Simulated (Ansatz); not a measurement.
# C8H18: up Jacob's ladder to CCSD(T)

One table from this session's results is given with a row withheld; the runs are named, their logs left out.

Computed with Ansatz 0.2.0, Gaussian basis. Level: functionals in def2-TZVPP, the program's frozen cores in correlated methods.

The runs, in order: LDA (SPW92), PBE-D4, revPBE-D4, BLYP-D4, r2SCAN-D4, B97M-V, PBE0-D4, B3LYP-D4, r2SCANh-D4, r2SCAN0-D4, HSE06-D4, BHLYP-D4, CAM-B3LYP-D4, LC-ωPBE, ωB97X-V, ωB97M-V, B2PLYP, PBE-QIDH; CCSD(T)/def2-SVP; CCSD(T)/def2-TZVPP; MP2/def2-QZVPP; extrapolation to the limit; RPA on PBE.

### Structure used throughout

The geometry comes from an earlier relaxation with PBE0-D4 in a triple-zeta def2 set; it is a stationary point, not always the lowest conformer.

SMILES `CCC(C)(CC)CC`, 26 atoms, charge 0, spin multiplicity 1.

Atoms are counted from 1 here; the program's logs count them from 0.

Bond lengths: C1–C2 1.520 Å, C1–H9 1.093 Å, C1–H10 1.092 Å, C1–H11 1.092 Å, C2–C3 1.538 Å, C2–H12 1.097 Å, C2–H13 1.095 Å, C3–C4 1.527 Å, C3–C5 1.538 Å, C3–C7 1.536 Å, C4–H14 1.092 Å, C4–H15 1.094 Å, C4–H16 1.092 Å, C5–C6 1.520 Å, C5–H17 1.095 Å, C5–H18 1.097 Å, C6–H19 1.093 Å, C6–H20 1.092 Å and more. Angles: C2–C1–H9 111.9°, C2–C1–H10 110.4°, C2–C1–H11 112.1°, H9–C1–H10 107.2°, H9–C1–H11 107.7°, H10–C1–H11 107.2°, C1–C2–C3 116.6°, C1–C2–H12 109.1°, C1–C2–H13 108.9°, C3–C2–H12 107.5°, C3–C2–H13 108.6°, H12–C2–H13 105.5°, C2–C3–C4 109.6°, C2–C3–C5 106.6°, C2–C3–C7 111.5°, C4–C3–C5 109.6°, C4–C3–C7 108.1°, C5–C3–C7 111.4° and more.

Set-up of the first run:

Contents of in.yaml:

```yaml
crystal:
  periodic: [false, false, false]
  atoms:
    - {symbol: C, position_ang: [0.710070, -2.043791, -1.469346]}
    - {symbol: C, position_ang: [0.083340, -1.563875, -0.170968]}
    - {symbol: C, position_ang: [-0.336217, -0.085235, -0.113320]}
    - {symbol: C, position_ang: [-1.457121, 0.168409, -1.118652]}
    - {symbol: C, position_ang: [-0.854808, 0.169491, 1.312190]}
    - {symbol: C, position_ang: [-1.253405, 1.597090, 1.646872]}
    - {symbol: C, position_ang: [0.835518, 0.844947, -0.459099]}
    - {symbol: C, position_ang: [2.056311, 0.738567, 0.438757]}
    - {symbol: H, position_ang: [1.652613, -1.533116, -1.680575]}
    - {symbol: H, position_ang: [0.926566, -3.113254, -1.415214]}
    - {symbol: H, position_ang: [0.050429, -1.890153, -2.326339]}
    - {symbol: H, position_ang: [-0.806097, -2.168229, 0.043563]}
    - {symbol: H, position_ang: [0.777770, -1.762515, 0.652672]}
    - {symbol: H, position_ang: [-1.125746, -0.024212, -2.141546]}
    - {symbol: H, position_ang: [-2.318628, -0.475082, -0.916665]}
    - {symbol: H, position_ang: [-1.796571, 1.206064, -1.083106]}
    - {symbol: H, position_ang: [-0.092818, -0.162371, 2.025873]}
    - {symbol: H, position_ang: [-1.714986, -0.491077, 1.473756]}
    - {symbol: H, position_ang: [-0.403255, 2.281276, 1.592902]}
    - {symbol: H, position_ang: [-2.027426, 1.976599, 0.976002]}
    - {symbol: H, position_ang: [-1.650067, 1.653392, 2.663255]}
    - {symbol: H, position_ang: [0.469912, 1.877095, -0.450460]}
    - {symbol: H, position_ang: [1.132207, 0.654523, -1.495803]}
    - {symbol: H, position_ang: [1.818902, 0.974282, 1.479072]}
    - {symbol: H, position_ang: [2.490064, -0.264261, 0.419782]}
    - {symbol: H, position_ang: [2.833464, 1.435413, 0.116375]}
basis:
  gaussian: {orbitals: def2-TZVPP}
hamiltonian: {xc: lda}
output: {orbitals: {seedname: orbitals}}
```

Among the steps run: LDA; PBE-D4 (GGA); revPBE-D4 (GGA); BLYP-D4 (GGA); r2SCAN-D4 (meta-GGA); B97M-V (meta-GGA); PBE0-D4 (hybrid); B3LYP-D4 (hybrid); r2SCANh-D4 (hybrid); r2SCAN0-D4 (hybrid); HSE06-D4 (hybrid); BHLYP-D4 (hybrid); CAM-B3LYP-D4 (range-separated); LC-ωPBE-D4 (range-separated; the results give it without D4); ωB97X-V (range-separated); ωB97M-V (range-separated); B2PLYP (double hybrid); PBE-QIDH (double hybrid).

One of the session's tables, all rows but one given; the rest of the session is left out.

It belongs to the step «Orbital energies across the functionals». 

| functional | HOMO (eV) | LUMO (eV) | gap (eV) |
| --- | --- | --- | --- |
| LDA (SPW92) | -7.14 | 0.02 | 7.17 |
| PBE-D4 | -7.07 | 0.23 | 7.30 |
| revPBE-D4 | -7.02 | 0.35 | 7.37 |
| BLYP-D4 | -6.99 | 0.25 | 7.24 |
| r2SCAN-D4 | -7.32 | 0.89 | 8.21 |
| B97M-V | -7.48 | 0.31 | 7.79 |
| PBE0-D4 | -8.38 | 1.03 | 9.41 |
| B3LYP-D4 | ? | ? | ? |
| r2SCANh-D4 | -7.81 | 1.12 | 8.93 |
| r2SCAN0-D4 | -8.55 | 1.45 | 10.00 |
| HSE06-D4 | -7.98 | 0.66 | 8.63 |
| BHLYP-D4 | -9.66 | 1.65 | 11.31 |
| CAM-B3LYP-D4 | -9.79 | 1.80 | 11.59 |
| LC-ωPBE | -11.09 | 3.10 | 14.19 |
| ωB97X-V | -10.78 | 2.85 | 13.63 |
| ωB97M-V | -10.66 | 2.45 | 13.11 |

**Question.** Estimate the row for B3LYP-D4.

Worked estimate for «HOMO (eV)». Against the share of exact exchange, BLYP-D4 (0, -6.99), BHLYP-D4 (0.5, -9.66) give a slope of -5.34 per unit share; at 0.2 the line stands at -8.06.

As computed: HOMO (eV): -8.20; LUMO (eV): 0.71; gap (eV): 8.92. In «HOMO (eV)» the line misses by +0.14.
